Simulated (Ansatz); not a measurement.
Basis-set extrapolation for C$_{4}$H$_{6}$O$_{3}$, SMILES `O=COCC1CO1` (PBE0-D4/def2-TZVP geometry, frozen core, Ansatz). Multiplicity 1, RHF reference.

```tsv
	def2-TZVPP	def2-QZVPP
HF	-379.662838	-379.680010
MP2 correlation	-1.347427	-1.445248
CCSD(T) correlation	-1.431663	not run
```

Energies in hartree. Use E(X) = E(∞) + A·exp(−7.88·√X) for Hartree–Fock and E(X) = E(∞) + B·X^(−2.97) for correlation, with X = 3 and 4, and add CCSD(T) minus MP2 of the smaller set to the MP2 limit.

Question: What is the CCSD(T) energy at the basis-set limit?

Answer: HF limit: -379.680010 + (-0.017172) × 0.13774 = -379.68238. MP2 limit: -1.445248 + (-0.097821) × 0.74074 = -1.51771. Higher-order term: -1.431663 − (-1.347427) = -0.08424. Total: -381.28433 hartree, 498.4 kJ/mol below CCSD(T)/def2-TZVPP.
